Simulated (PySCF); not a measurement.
OSi, charge +1, quartet, geometry from GFN2-xTB of the parent state (a state made from the parent by changing its charge; the spin is typed, not shown lowest); BLYP/3-21G (PySCF).

Input for PySCF:
```python
from pyscf import gto, scf, dft

mol = gto.Mole()
mol.atom = '''
    Si   -0.00000000   -0.00000000   -0.54026507
    O     0.00000000    0.00000000    0.94546388
'''
mol.basis = '3-21g'
mol.charge = 1
mol.spin = 3
mol.verbose = 5
mol.build()

mf = dft.UKS(mol)
mf.xc = 'blyp'
mf.kernel()
```

The log (banner, timings and long lists left out):

```
PySCF version 2.14.0

[INPUT] verbose = 5
[INPUT] max_memory = 4000
[INPUT] num. atoms = 2
[INPUT] num. electrons = 21
[INPUT] charge = 1
[INPUT] spin (= nelec alpha-beta = 2S) = 3
[INPUT] symmetry False subgroup None
[INPUT] Mole.unit = angstrom
[INPUT] Symbol           X                Y                Z      unit          X                Y                Z       unit  Magmom
[...]
[INPUT] ---------------- BASIS SET ----------------
[INPUT] l, kappa, [nprim/nctr], expnt,             c_1 c_2 ...
[INPUT] O
[...]
                                48.4308           0.3515
                                10.4206           0.707658
[...]
                                1.5762            1.22156
[...]
                                1.5762            0.853955
[...]
[INPUT] Si
[...]
                                137.336           0.386229
                                29.7601           0.67238
[...]
                                8.31729           0.10741
                                2.21645           0.951446
[...]
                                0.302422          1.25165
[...]
                                8.31729           0.457578
                                2.21645           0.607427
[...]
                                0.302422          0.956883
[...]
nuclear repulsion = 39.891426779454
number of shells = 12
number of NR pGTOs = 42
number of NR cGTOs = 22
basis = 3-21g
ecp = {}

******** <class 'pyscf.dft.uks.UKS'> ********
method = UKS
initial guess = minao
damping factor = 0
level_shift factor = 0
DIIS = <class 'pyscf.scf.diis.CDIIS'>
diis_start_cycle = 1
diis_space = 8
diis_damp = 0
SCF conv_tol = 1e-09
SCF conv_tol_grad = None
SCF max_cycles = 50
direct_scf = True
direct_scf_tol = 1e-13
number electrons alpha = 12  beta = 9
XC library pyscf.dft.libxc version 7.1.2
    S. Lehtola, C. Steigemann, M. J. T. Oliveira, and M. A. L. Marques,  SoftwareX 7, 1–5 (2018)
XC functionals = blyp
    A. D. Becke,  Phys. Rev. A 38, 3098 (1988)
    C. Lee, W. Yang, and R. G. Parr,  Phys. Rev. B 37, 785 (1988)
    B. Miehlich, A. Savin, H. Stoll, and H. Preuss,  Chem. Phys. Lett. 157, 200 (1989)
radial grids:
    Treutler-Ahlrichs [JCP 102, 346 (1995); DOI:10.1063/1.469408] (M4) radial grids

becke partition: Becke, JCP 88, 2547 (1988); DOI:10.1063/1.454033
pruning grids: <function nwchem_prune>
grids dens level: 3
symmetrized grids: False
atomic radii adjust function: <function treutler_atomic_radii_adjust>
small_rho_cutoff = 0
[...]
multiplicity <S^2> = 3.7509685  2S+1 = 4.0004842
nelec by numeric integration = [12.00000045  9.00000014]
E1 = -573.2840938481253  E2 = 171.2403639740257  Ecoul = 200.3516733983491  Exc = -29.111309424323395
cycle= 8 E= -362.152303094646  delta_E= -9.14e-09  |g|= 1.82e-05  |ddm|= 0.000424

  alpha mo_energy =
[-6.54043368e+01 -1.91293480e+01 -5.41998991e+00 -3.84482230e+00
 -3.83994817e+00 -3.83481806e+00 -1.31833965e+00 -7.56859508e-01
 -7.30687916e-01 -6.73573282e-01 -6.22594618e-01 -4.21076197e-01
 -3.98947594e-01 -2.43300488e-01 -7.21846744e-03  2.72504327e-02
  3.50698460e-02  1.33916099e-01  9.54831103e-01  1.00285202e+00
  1.11180579e+00  2.13975828e+00]
  beta  mo_energy =
[-6.53973779e+01 -1.91014889e+01 -5.41206285e+00 -3.83622693e+00
 -3.83434565e+00 -3.82085503e+00 -1.24880904e+00 -6.95887816e-01
 -6.42261305e-01 -6.04468868e-01 -5.45719492e-01 -3.59246390e-01
 -3.23535854e-01 -2.04367095e-01  2.69743710e-02  5.02642464e-02
  7.11501674e-02  1.69194933e-01  1.02891716e+00  1.06844908e+00
  1.15990978e+00  2.21392586e+00]
multiplicity <S^2> = 3.7509683  2S+1 = 4.0004841
nelec by numeric integration = [12.00000045  9.00000014]
E1 = -573.2840755349584  E2 = 171.2403456604011  Ecoul = 200.3516500685434  Exc = -29.111304408142292
cycle= 9 E= -362.152303095103  delta_E= -4.58e-10  |g|= 4.96e-06  |ddm|= 0.000102

  alpha mo_energy =
[-6.54043382e+01 -1.91293414e+01 -5.41999113e+00 -3.84482346e+00
 -3.83994943e+00 -3.83481934e+00 -1.31833622e+00 -7.56856343e-01
 -7.30684436e-01 -6.73569886e-01 -6.22594258e-01 -4.21076431e-01
 -3.98947747e-01 -2.43300269e-01 -7.21917104e-03  2.72500090e-02
  3.50693387e-02  1.33916582e-01  9.54834496e-01  1.00285564e+00
  1.11180999e+00  2.13976183e+00]
  beta  mo_energy =
[-6.53973792e+01 -1.91014828e+01 -5.41206395e+00 -3.83622798e+00
 -3.83434676e+00 -3.82085620e+00 -1.24880645e+00 -6.95885278e-01
 -6.42258619e-01 -6.04466165e-01 -5.45719161e-01 -3.59245959e-01
 -3.23535488e-01 -2.04366692e-01  2.69740026e-02  5.02641488e-02
  7.11499878e-02  1.69195507e-01  1.02892006e+00  1.06845214e+00
  1.15991279e+00  2.21392860e+00]
multiplicity <S^2> = 3.7509683  2S+1 = 4.0004841
nelec by numeric integration = [12.00000045  9.00000014]
E1 = -573.2840348195264  E2 = 171.24030494503978  Ecoul = 200.3516003560771  Exc = -29.111295411037336
Extra cycle  E= -362.152303095033  delta_E= 7.08e-11  |g|= 1.42e-05  |ddm|= 2.25e-05
converged SCF energy = -362.152303095033  <S^2> = 3.7509683  2S+1 = 4.0004841
```
